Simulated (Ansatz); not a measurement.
AlF₃, SMILES [Al]([F])([F])[F].

Coordinates come from a TPSSh-D3(BJ)/def2-TZVP optimisation. The isomer is the one that the SMILES or the coordinates give; other isomers of the formula were not compared.

Two levels are set side by side: PBE/def2-SVPD (Ansatz, a first-principles code) and ωB97X-V/def2-SVPD (Ansatz). Energy differences of separate SCF runs at the same geometry; the states with an electron removed or added have multiplicity 2 and 2. Differences are taken from unrounded values.

| quantity | ωB97X-V | PBE | PBE minus ωB97X-V |
|---|---|---|---|
| vertical ionisation energy (eV) | 15.02 | 13.70 | -1.33 |
| vertical singlet–triplet gap (eV) | 9.03 | 7.30 | -1.73 |
